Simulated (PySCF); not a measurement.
Relaxation of quartet S₃⁺

All numbers come from PySCF, UPBE0, basis S def2-TZVP (no relativity, density fitting). A (50,194) grid was used.

A hand-made obtuse triangle start, of C2v symmetry, held to at least that symmetry:

```xyz
3
charge 1 multiplicity 4, angstrom
S     0.0000   -0.8240    0.0000
S     1.6068    0.4120    0.0000
S    -1.6068    0.4120    0.0000
```

(1) What forces act on the atoms at the start (eV/Å)?

(2) What does it relax to?

(3) How much energy is released, and in how many steps?

Results:

(1) 
```csv
atom,Fx,Fy,Fz
S1,0.00,-0.72,0.00
S2,-0.98,0.36,0.00
S3,0.98,0.36,0.00
```

(2) It ends at C2v with S–S 2.007 Å (×2), S–S 2.637 Å; S–S–S 48.9° (×2), S–S–S 82.1°. A frequency run shows a minimum. Other isomers or separated fragments may lie lower.

(3) 45.3 kJ/mol in 5 steps.

At this level a doublet minimum of C2v symmetry lies 82 kJ/mol below this structure.
